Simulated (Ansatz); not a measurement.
# GaS (P6₃/mmc, No. 194)

These are PBE0-D3(BJ) (plane waves, PAW; Ansatz, a first-principles code) values and carry that method's errors.

Cell: relaxed with PBE-D3(BJ): a = b = 3.590 Å, c = 15.447 Å, α = β = 90.00°, γ = 120.00°.

```yaml
interlayer_binding_energy: 21.5 meV/Å²
```

Computed values are for the static lattice.
